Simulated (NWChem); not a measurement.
Program: NWChem. System: CHO, charge 0, spin multiplicity 2, at a geometry optimised with UPBE0/def2-SVP. The structure started from a generated list of species. Its SCF solution wasn't tested for a lower state. Level: UMP2/def2-TZVP, 2 core orbitals frozen.

The NWChem input:

```
start mol
memory heap 200 mb stack 900 mb global 1100 mb
geometry units angstroms nocenter noautoz
  C      0.492258    -0.316654     0.000000
  O     -0.555334     0.209241     0.000000
  H      1.489122     0.225997     0.000000
  symmetry group Cs
end
basis spherical
  * library def2-tzvp
end
scf
  uhf
  nopen 1
  maxiter 100
  thresh 1e-7
  semidirect memsize 60000000 filesize 0
  # guess.movecs holds the orbitals of an unrestricted PBE0 run
  vectors input guess.movecs output mol.movecs
end
mp2
  freeze core 2
end
task mp2 energy
```

NWChem printed:

```
             Northwest Computational Chemistry Package (NWChem) 7.3.0
             --------------------------------------------------------

                                NWChem Input Module
                                -------------------

 Scaling coordinates for geometry "geometry" by  1.889725989
 (inverse scale =  0.529177249)

 Turning off AUTOSYM since
 SYMMETRY directive was detected!

                             Geometry "geometry" -> ""
                             -------------------------

 Output coordinates in angstroms (scale by  1.889725989 to convert to a.u.)

  No.       Tag          Charge          X              Y              Z
 ---- ---------------- ---------- -------------- -------------- --------------
    1 C                    6.0000     0.49225800    -0.31665400     0.00000000
    2 O                    8.0000    -0.55533400     0.20924100     0.00000000
    3 H                    1.0000     1.48912200     0.22599700     0.00000000

 Effective nuclear repulsion energy (a.u.)      26.5374361169

            Nuclear Dipole moment (a.u.)
            ----------------------------
        X                 Y               Z
 ---------------- ---------------- ----------------
    -0.0000037795     0.0000018897     0.0000000000

      Symmetry information
      --------------------

 Group name             Cs
 Group number              2
 Group order               2
 No. of unique centers     3

      Symmetry unique atoms

     1    2    3


 Summary of "ao basis" -> "" (spherical)
 ------------------------------------------------------------------------------
       Tag                 Description            Shells   Functions and Types
 ---------------- ------------------------------  ------  ---------------------
 *                         def2-tzvp                  on all atoms

 Summary of "ao basis" -> "ao basis" (spherical)
 ------------------------------------------------------------------------------
       Tag                 Description            Shells   Functions and Types
 ---------------- ------------------------------  ------  ---------------------
 C                         def2-tzvp                11       31   5s3p2d1f
 O                         def2-tzvp                11       31   5s3p2d1f
 H                         def2-tzvp                 4        6   3s1p

                                 NWChem SCF Module
                                 -----------------

  ao basis        = "ao basis"
  functions       =    68
  atoms           =     3
  alpha electrons =     8
  beta  electrons =     7
  charge          =   0.00
  wavefunction    = UHF
  use symmetry    = T
  symmetry adapt  = T

 Summary of "ao basis" -> "ao basis" (spherical)
 ------------------------------------------------------------------------------
       Tag                 Description            Shells   Functions and Types
 ---------------- ------------------------------  ------  ---------------------
 C                         def2-tzvp                11       31   5s3p2d1f
 O                         def2-tzvp                11       31   5s3p2d1f
 H                         def2-tzvp                 4        6   3s1p

      Symmetry analysis of basis
      --------------------------

        a'         47
        a"         21

 Forming initial guess at       0.0s

   Symmetry analysis of molecular orbitals - initial alpha
   -------------------------------------------------------

  Numbering of irreducible representations:

     1 a'          2 a"

  Orbital symmetries:

     1 a'          2 a'          3 a'          4 a'          5 a'
     6 a'          7 a"          8 a'          9 a"         10 a'
    11 a'         12 a'         13 a"         14 a'         15 a'
    16 a'         17 a"         18 a'

   Symmetry analysis of molecular orbitals - initial beta
   ------------------------------------------------------

  Numbering of irreducible representations:

     1 a'          2 a"

  Orbital symmetries:

     1 a'          2 a'          3 a'          4 a'          5 a'
     6 a"          7 a'          8 a'          9 a"         10 a'
    11 a'         12 a"         13 a'         14 a'         15 a'
    16 a'         17 a"         18 a'

 Starting SCF solution at       0.0s

 ----------------------------------------------
         Quadratically convergent UHF

 Convergence threshold     :          1.000E-07
 Maximum no. of iterations :          100
 Integral*density screening:          1.000E-09
 ----------------------------------------------

              iter       energy          gnorm     gmax       time
             ----- ------------------- --------- --------- --------
                 1     -113.2856380183  4.44D-01  1.04D-01      0.2
                 2     -113.2964792592  8.73D-02  1.97D-02      0.2
                 3     -113.2976492903  5.99D-03  2.79D-03      0.2
                 4     -113.2977074290  3.04D-04  9.25D-05      0.4
                 5     -113.2977074714  1.89D-07  5.53D-08      0.5
                 6     -113.2977074714  5.57D-09  1.90D-09      0.6

       Final UHF  results
       ------------------

         Total SCF energy =   -113.297707471412
      One electron energy =   -207.080842936809
      Two electron energy =     67.245699348523
 Nuclear repulsion energy =     26.537436116875

                       Sz =      0.5000
                 Sz(Sz+1) =      0.7500
                      S^2 =      0.7655

        Time for solution =      0.6s

       Symmetry analysis of molecular orbitals - alpha
       -----------------------------------------------
[...]
  ----- ------------  ---------------      ----- ------------  ---------------
     6      0.292169  1 C  px                37     -0.255524  2 O  px
    38      0.218686  2 O  py                 9      0.207849  1 C  px
    40     -0.204093  2 O  px                41      0.185702  2 O  py
    35      0.155820  2 O  s                 64      0.151743  3 H  s

 Vector    6  Occ=1.000000D+00  E=-5.806152D-01  Symmetry=a"
              MO Center= -2.9D-01,  8.4D-02, -5.7D-15, r^2= 8.5D-01
   Bfn.  Coefficient  Atom+Function         Bfn.  Coefficient  Atom+Function
  ----- ------------  ---------------      ----- ------------  ---------------
    39      0.390091  2 O  pz                42      0.353584  2 O  pz
     8      0.203680  1 C  pz                45      0.193274  2 O  pz
    11      0.181172  1 C  pz

 Vector    7  Occ=1.000000D+00  E=-5.290950D-01  Symmetry=a'
              MO Center= -2.1D-01, -6.2D-02, -8.9D-15, r^2= 1.1D+00
   Bfn.  Coefficient  Atom+Function         Bfn.  Coefficient  Atom+Function
  ----- ------------  ---------------      ----- ------------  ---------------
    38      0.299076  2 O  py                41      0.271859  2 O  py
    37      0.232145  2 O  px                40      0.204301  2 O  px
     7      0.178360  1 C  py                 4     -0.165883  1 C  s
    44      0.166350  2 O  py

 Vector    8  Occ=0.000000D+00  E= 8.551835D-02  Symmetry=a'
              MO Center=  7.4D-01, -4.2D-01, -2.2D-14, r^2= 2.6D+00
   Bfn.  Coefficient  Atom+Function         Bfn.  Coefficient  Atom+Function
  ----- ------------  ---------------      ----- ------------  ---------------
     5      1.316454  1 C  s                 65     -1.085425  3 H  s
    44      0.299903  2 O  py                12      0.275570  1 C  px
    13     -0.263076  1 C  py                 7     -0.205680  1 C  py
    38      0.202163  2 O  py                41      0.189619  2 O  py
    10     -0.150141  1 C  py

 Vector    9  Occ=0.000000D+00  E= 1.267279D-01  Symmetry=a"
              MO Center=  5.1D-01, -2.8D-01, -5.7D-15, r^2= 2.5D+00
   Bfn.  Coefficient  Atom+Function         Bfn.  Coefficient  Atom+Function
  ----- ------------  ---------------      ----- ------------  ---------------
    14      0.869243  1 C  pz                45     -0.501605  2 O  pz
     8      0.259266  1 C  pz                39     -0.241353  2 O  pz
    11      0.211993  1 C  pz                42     -0.181975  2 O  pz

 Vector   10  Occ=0.000000D+00  E= 1.874608D-01  Symmetry=a'
              MO Center=  1.7D+00,  1.3D-01,  1.8D-13, r^2= 3.7D+00
   Bfn.  Coefficient  Atom+Function         Bfn.  Coefficient  Atom+Function
  ----- ------------  ---------------      ----- ------------  ---------------
    65      2.726139  3 H  s                  5     -0.943134  1 C  s
    12     -0.908827  1 C  px                13     -0.742916  1 C  py
    64     -0.581734  3 H  s                  4     -0.366144  1 C  s
    44      0.341016  2 O  py                36     -0.305798  2 O  s

 center of mass
 --------------
 x =  -0.09608331 y =  -0.01467928 z =   0.00000000

 moments of inertia (a.u.)
 ------------------
           6.975171393692          12.146535504128           0.000000000000
          12.146535504128          35.712202693740           0.000000000000
           0.000000000000           0.000000000000          42.687374087432

  Mulliken analysis of the total density
  --------------------------------------

    Atom       Charge   Shell Charges
 -----------   ------   -------------------------------------------------------
    1 C    6     5.86   0.86  1.12  0.55  0.67  0.18  1.09  1.01  0.22  0.04  0.10  0.01
    2 O    8     8.28   0.79  1.18  0.59  0.94  0.32  1.82  1.90  0.69  0.01  0.03  0.00
    3 H    1     0.86   0.24  0.48  0.12  0.02

  Mulliken analysis of the alpha density
  --------------------------------------

    Atom       Charge   Shell Charges
 -----------   ------   -------------------------------------------------------
    1 C    6     3.24   0.43  0.56  0.31  0.37  0.11  0.65  0.61  0.13  0.02  0.05  0.01
    2 O    8     4.23   0.40  0.59  0.30  0.48  0.16  0.97  0.99  0.33  0.00  0.02  0.00
    3 H    1     0.53   0.15  0.30  0.07  0.01

   Mulliken analysis of the beta density
   -------------------------------------

    Atom       Charge   Shell Charges
 -----------   ------   -------------------------------------------------------
    1 C    6     2.61   0.43  0.56  0.25  0.31  0.07  0.44  0.40  0.09  0.02  0.05  0.01
    2 O    8     4.05   0.40  0.59  0.29  0.47  0.16  0.85  0.91  0.36  0.00  0.02  0.00
    3 H    1     0.33   0.10  0.18  0.04  0.01

   Mulliken analysis of the spin density
   -------------------------------------

    Atom       Charge   Shell Charges
 -----------   ------   -------------------------------------------------------
    1 C    6     0.63   0.00 -0.00  0.06  0.06  0.04  0.21  0.22  0.04  0.00 -0.00 -0.00
    2 O    8     0.17   0.00 -0.00  0.01  0.01 -0.00  0.12  0.07 -0.04 -0.00 -0.00 -0.00
    3 H    1     0.20   0.05  0.12  0.03  0.00

       Multipole analysis of the density wrt the origin
       ------------------------------------------------

     L   x y z        total         alpha         beta         nuclear
     -   - - -        -----         -----         ----         -------
     0   0 0 0     -0.000000     -8.000000     -7.000000     15.000000

     1   1 0 0      0.829928     -0.077603      0.907535     -0.000004
     1   0 1 0     -0.007340      0.399789     -0.407131      0.000002
     1   0 0 1     -0.000000     -0.000000     -0.000000      0.000000

     2   2 0 0     -7.843281    -16.369721    -13.394748     21.921188
     2   1 1 0      0.496439      3.356946      2.597168     -5.457675
     2   1 0 1     -0.000000     -0.000000     -0.000000      0.000000
     2   0 2 0     -9.071369     -7.683583     -4.969376      3.581590
     2   0 1 1     -0.000000     -0.000000      0.000000      0.000000
     2   0 0 2     -8.117118     -4.374639     -3.742479      0.000000

                   NWChem MP2 Semi-direct Energy/Gradient Module
                   ---------------------------------------------

  Basis functions       =     68
  Molecular orbitals    =     68
  Frozen core           =      2
  Frozen virtuals       =      0
  Active alpha occupied =      6
  Active beta occupied  =      5
  Active alpha virtual  =     60
  Active beta virtual   =     61
  Use MO symmetry       = T
  Use skeleton AO sym   = T

  AO/Fock/Back tols     =   1.0D-09  1.0D-09  1.0D-09

 GA uses MA = F    GA memory limited = T

 Available:
  local mem=  1.26D+08
 global mem=  1.44D+08
 local disk=  0.00D+00
  mp2_memr nvloc                    60
  nvloc new                    60
   1 passes of   6:        4194304                      27425                   2878263.
   1 passes of   6: M    126153219           G      144169952           F     121958915.

 Semi-direct pass number   1 of   1  for UHF alpha       at        0.7s
  vrange nnbf                  2345
  mp2_eaftype                    10  avail_ma_in_mb                  1099
 EAF : mp2_eaftype filesize          10    1439132.
  mp2_eaf for mointskh                     10
Node 0 wrote      6.8 Mb in      0.0 s     Agg I/O rate:  5039.1 Mb/s
 Done moints_semi at        1.0s
  mp2_eaftype                    10  avail_ma_in_mb                  1089
 EAF : mp2_eaftype filesize          10    1439132.
  mp2_eaf for kh                    10
 Done maket at        1.0s
 Done multipass loop at        1.0s

 GA uses MA = F    GA memory limited = T

 Available:
  local mem=  1.26D+08
 global mem=  1.44D+08
 local disk=  0.00D+00
  mp2_memr nvloc                    61
  nvloc new                    61
   1 passes of   5:        4194304                      24676                   2439748.
   1 passes of   5: M    126153219           G      144169952           F     121958915.

 Semi-direct pass number   1 of   1  for UHF beta        at        1.0s
  vrange nnbf                  2345
  mp2_eaftype                    10  avail_ma_in_mb                  1099
 EAF : mp2_eaftype filesize          10    1219874.
  mp2_eaf for mointskh                     10
Node 0 wrote      5.7 Mb in      0.0 s     Agg I/O rate:  5273.9 Mb/s
 Done moints_semi at        1.4s
  mp2_eaftype                    10  avail_ma_in_mb                  1089
 EAF : mp2_eaftype filesize          10    1219874.
  mp2_eaf for kh                    10
 Done maket at        1.4s
 Done multipass loop at        1.4s

          -------------------------------------------
          SCF energy                -113.297707471412
          Correlation energy          -0.363194637283
          Singlet pairs                0.000000000000
          Triplet pairs                0.000000000000
          Total MP2 energy          -113.660902108694
          -------------------------------------------

          ---------------------------------------------------
                    Spin Component Scaled (SCS) MP2
          Same spin pairs                     -0.092602218344
          Same spin scaling factor             0.333333333333
          Opposite spin pairs                 -0.270592418938
          Opposite spin scaling fact.          1.200000000000
          SCS-MP2 correlation energy          -0.355578308841
          Total SCS-MP2 energy              -113.653285780252
          ---------------------------------------------------

 -----------------------
 Performance information
 -----------------------

 Timer overhead =  1.34D-07 seconds/call

               Nr. of calls         CPU time (s)                 Wall time (s)                GFlops
             ---------------    -------------------     ------------------------------   -------------------
Name         Min   Avg   Max    Min     Avg     Max     Min     Avg     Max   Mx/calls   Min     Max     Sum
mp2: moin     2     2     2   0.67    0.67    0.67     0.67    0.67    0.67    0.34      0.0     0.0     0.0
mp2: make     2     2     2   4.73E-2 4.73E-2 4.73E-2  4.73E-2 4.73E-2 4.73E-2 2.37E-2   0.0     0.0     0.0
mp2: tota     1     1     1   0.76    0.76    0.76     0.76    0.76    0.76    0.76      0.0     0.0     0.0

 The average no. of pstat calls per process was 5.00D+00
 with a timing overhead of 6.70D-07s

 Task  times  cpu:        1.4s     wall:        1.4s

 Total times  cpu:        1.4s     wall:        1.4s
```
